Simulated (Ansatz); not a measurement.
## Scan of [H···H···O], triplet

Starting geometry:

```
atom   x (Å)   y (Å)    z (Å)
   H  0.0000  0.0000  -0.9980
   H  0.0000  0.0000  -0.2530
   O  0.0000  0.0000   1.2510
```

From there H2 is moved from one fragment to the other while all else, the fragments' distance too, stays fixed, so the hump isn't the reaction's barrier; atoms are numbered as listed. Energies are in kcal/mol, counted from the starting geometry at the same level. Kohn–Sham curves are unrestricted where that lies lower.

Basis cc-pVTZ; Ansatz 0.2.0. Only valence electrons are correlated (noble-gas cores frozen). R marks a restricted (for open shells ROHF) determinant, U an unrestricted one.

A value is left out where its run failed or describes another state than the reference as far as symmetry and spin tell, or, spin-broken singlets apart, can't be checked.

Full CI isn't at hand for all of this; UCCSDT(Q) serves as the reference, and is uncertain by about the last step of the cluster series.

| distance H1-H2 (Å) | UCCSDT(Q) | PBE | r2SCAN | PBE0 | B3LYP | wB97X-V | wB97M-V | B2PLYP | PBE-QIDH | RPA-PBE |
| --- | --- | --- | --- | --- | --- | --- | --- | --- | --- | --- |
| 0.745 | 0.0 | 0.0 | 0.0 | 0.0 | 0.0 | 0.0 | 0.0 | 0.0 | 0.0 | 0.0 |
| 0.818 | 2.1 | -0.8 | 0.0 | 0.5 | 0.6 | 1.2 | 1.4 | 1.5 | 2.1 | 1.4 |
| 0.965 | 7.7 | 0.2 | 1.7 | 3.7 | – | 5.6 | 6.1 | 5.9 | 7.6 | 6.0 |
| 1.112 | 5.5 | -1.6 | -0.9 | 1.6 | 2.8 | 4.0 | 4.5 | 3.6 | 4.3 | 4.9 |
| 1.259 | 0.4 | -3.1 | -3.5 | -2.2 | 0.4 | 0.1 | 0.7 | -0.8 | -2.0 | 1.4 |
